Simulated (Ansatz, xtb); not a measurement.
# Two structures of AlH3PSi+

We compare a, a singlet given by its coordinates, with b, a singlet given by its coordinates. Both are isolated ions in the gas phase, relaxed with PBE0-D4/def2-TZVP.

a (Å):

```xyz
6

Al   -0.1136   -0.9385   -2.6408
P    -0.6717   -3.0316   -2.0101
Si   -0.0160   -1.3565   -0.3203
H    -0.9985   -1.0333    0.7346
H     1.3799   -1.5279    0.1358
H    -1.9029   -2.2762   -2.0965
```

Close contacts (Å): Al1–P2 2.26, Al1–Si3 2.36, P2–Si3 2.47, P2–H6 1.45, Si3–H4 1.48, Si3–H5 1.48.

b (Å):

```yaml
atoms:
  - { symbol: Al, position_ang: [-0.9215, -1.1809, 0.2499] }
  - { symbol: P, position_ang: [-1.0546, -2.3037, -1.7231] }
  - { symbol: Si, position_ang: [0.8119, -1.4497, -1.3547] }
  - { symbol: H, position_ang: [-1.6371, -0.7202, 1.5542] }
  - { symbol: H, position_ang: [2.0741, -1.4354, -2.1358] }
  - { symbol: H, position_ang: [-1.6604, -3.0757, -2.7470] }
```

Close contacts (Å): Al1–P2 2.27, Al1–Si3 2.38, P2–Si3 2.09, Al1–H4 1.56, P2–H6 1.42, Si3–H5 1.48.

Problem. Estimate E(b) − E(a) at the level CCSD(T)/def2-TZVP.

Solution. Calculated at CCSD(T)/def2-TZVP: E(b) − E(a) = −63.4 kJ/mol, so structure b lies lower.

The same difference at several levels:

| level | geometry | E(b) − E(a) (kJ/mol) | departure from the last row (kJ/mol) | job, with rough time for the two |
| --- | --- | --- | --- | --- |
| PBE0-D4/def2-TZVP | PBE0-D4/def2-TZVP | −62.2 | +1.2 | optimisation, 16 s |
| HF/def2-TZVP | PBE0-D4/def2-TZVP | −86.2 | −22.8 | part of the CCSD(T) run |
| MP2/def2-TZVP | PBE0-D4/def2-TZVP | −70.9 | −7.5 | part of the CCSD(T) run |
| CCSD(T)/def2-TZVP | PBE0-D4/def2-TZVP | −63.4 |  | single point, 7.8 s |

None of the levels shown reverses the order. The largest departure from CCSD(T)/def2-TZVP is that of HF/def2-TZVP, 22.8 kJ/mol. Levels run at GFN2-xTB geometries aren't shown.

With harmonic frequencies from PBE0-D4/def2-TZVP (ideal gas, rigid rotor, one conformer each, 298.15 K, 1 atm): the zero-point term adds −2.3 kJ/mol; ΔH is −65.6 and ΔG −65.3 kJ/mol.

The correlated steps freeze 15 core orbitals. Mirror images aren't counted in ΔG. Programs: Ansatz 0.2.0; the last row on 2 threads of Intel(R) Xeon(R) 6975P-C (Granite Rapids) on a shared host.
